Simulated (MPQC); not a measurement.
# SiH4 (silane): MP2/cc-pVTZ

Aim: the energy change on altering one bond length of SiH4 (silane) at MP2/cc-pVTZ, from 2 runs. 

Program for the calculation: MPQC 2.3.1.

8 further runs of the same task are left out: 3 that didn't finish, 5 set aside as unsound or not needed.

## Step 1: Starting point

SiH4: 5 atoms, total charge 0, spin state singlet. SMILES: `[SiH4]`. Geometry: relaxed at PBE0-D4/def2-TZVP.

Bond lengths: Si1–H2 1.485 Å, Si1–H3 1.485 Å, Si1–H4 1.485 Å, Si1–H5 1.485 Å. Angles: H2–Si1–H3 109.5°, H2–Si1–H4 109.5°, H2–Si1–H5 109.5°, H3–Si1–H4 109.5°, H3–Si1–H5 109.5°, H4–Si1–H5 109.5°.

## Step 2: A single-point energy at MP2/cc-pVTZ

Input file mol.in:

```
% H4Si
molecule<Molecule>: (
    symmetry = c1
    unit = bohr
    { atoms geometry } = {
        Si [ 0.00000000     0.00000000    -0.00018897 ]
        H  [ 1.82849900    -1.30088746     1.68355700 ]
        H  [ -2.51522547     0.08484870     1.23966034 ]
        H  [ -0.19861022    -1.39896425    -2.42376273 ]
        H  [ 0.88533669     2.61500301    -0.49926564 ]
    }
)
basis<GaussianBasisSet>: (
    name = "cc-pVTZ"
    molecule = $:molecule
    basisdir = "."
    puream = yes
)
mpqc: (
    checkpoint = no
    savestate = no
    restart = no
    do_energy = yes
    do_gradient = no
    optimize = no
    mole<MBPT2>: (
        molecule = $:molecule
        basis = $:basis
        memory = 1000000000
        method = mp
        nfzc = 5
        reference<CLHF>: (
            molecule = $:molecule
            basis = $:basis
            total_charge = 0
            memory = 1000000000
            print_evals = yes
            maxiter = 120
            value_accuracy = 1e-08
            guess_wavefunction<CLHF>: (
                molecule = $:molecule
                total_charge = 0
                memory = 1000000000
                value_accuracy = 1e-3
                basis<GaussianBasisSet>: (
                    name = "STO-2G"
                    molecule = $:molecule
                )
            )
        )
    )
)
```

The basis set cc-pVTZ is read from a file made from the Basis Set Exchange's data (not shown).

Started as:

```sh
$ mpqc mol.in > mol.out
```

What it wrote:

```text
MPQC: Massively Parallel Quantum Chemistry
[...]
  LUMO is    10   A =   0.153554
  total scf energy = -291.2605124258
[...]
  MP2 correlation energy [au]:         -0.143183954624
  MP2 energy [au]:                   -291.403696380451
Value of the MolecularEnergy: -291.4036963805
[...]
        symmetry = c1
[...]
```

It took 17 s on 1 thread of Arm Neoverse V1, shared host; peak memory 0.5 GiB.

## Step 3: The distorted shape

Input file job.in:

```
molecule<Molecule>: (
   symmetry = c1
   unit = angstrom
   { atoms geometry } = {
      Si [ -0.374786    -1.106999     0.211172 ]
      H  [ 0.592814    -1.795399     1.102172 ]
      H  [ -1.705786    -1.062099     0.867272 ]
      H  [ -0.479886    -1.847299    -1.071328 ]
      H  [ 0.468500     1.383800    -0.264200 ]
   }
)
basis<GaussianBasisSet>: (
   name = "cc-pVTZ"
   molecule = $:molecule
   basisdir = "."
   puream = yes
)
mpqc: (
   checkpoint = no
   savestate = no
   restart = no
   do_energy = yes
   do_gradient = no
   optimize = no
   mole<MBPT2>: (
      molecule = $:molecule
      basis = $:basis
      memory = 1000000000
      method = mp
      nfzc = 5
      reference<CLHF>: (
         molecule = $:molecule
         basis = $:basis
         total_charge = 0
         memory = 1000000000
         print_evals = yes
         maxiter = 120
         value_accuracy = 1e-08
         guess_wavefunction<ExtendedHuckelWfn>: (
            molecule = $:molecule
            total_charge = 0
            multiplicity = 1
            basis<GaussianBasisSet>: (
               name = "STO-3G"
               molecule = $:molecule
            )
         )
      )
   )
)
```

The basis set cc-pVTZ is read from a file made from the Basis Set Exchange's data (not shown).

Started as:

```sh
$ mpqc job.in > job.out
```

What it wrote:

```text
MPQC: Massively Parallel Quantum Chemistry
[...]
  CLSCF::init: total charge = 0
[...]
  nbasis = 90
[...]
  iter     1 energy = -255.6518618064 delta = 1.57819e-01
[...]
  LUMO is    10   A =   0.012348
  total scf energy = -291.1224435443
[...]
  MP2 correlation energy [au]:         -0.150898751246
  MP2 energy [au]:                   -291.273342295506
Value of the MolecularEnergy: -291.2733422955
[...]
        symmetry = c1
[...]
```

It took 20 s on 1 thread of Arm Neoverse V1, shared host; peak memory 0.5 GiB.

## Step 4: Results

Level: MP2/cc-pVTZ, 5 core orbitals frozen.

| quantity | value |
| --- | --- |
| first shape: total energy | -291.40370 Eh |
| first shape: HOMO energy (Hartree–Fock orbitals) | -13.22 eV |
| first shape: LUMO energy (Hartree–Fock orbitals) | 4.18 eV |
| first shape: HOMO–LUMO gap (Hartree–Fock orbitals) | 17.40 eV |
| first shape: correlation energy (5 core orbitals frozen) | -143.2 mEh |
| distorted shape: total energy | -291.27334 Eh |
| distorted shape: HOMO energy (Hartree–Fock orbitals) | -9.24 eV |
| distorted shape: LUMO energy (Hartree–Fock orbitals) | 0.34 eV |
| distorted shape: HOMO–LUMO gap (Hartree–Fock orbitals) | 9.58 eV |
| distorted shape: correlation energy (5 core orbitals frozen) | -150.9 mEh |
| energy change with the Si1–H5 bond stretched from 1.485 to 2.672 Å | 3.547 eV |

**Reading.** One bond (distorted shape) is far stretched, which a spin-restricted single reference describes badly; perturbation theory on it can break down and give far too much correlation. With the Si1–H5 bond stretched from 1.485 to 2.672 Å the energy rises by 3.55 eV (82 kcal/mol). The first shape isn't relaxed at this level, so the change isn't measured from a minimum. A restricted reference can't describe the breaking bond well at this length.
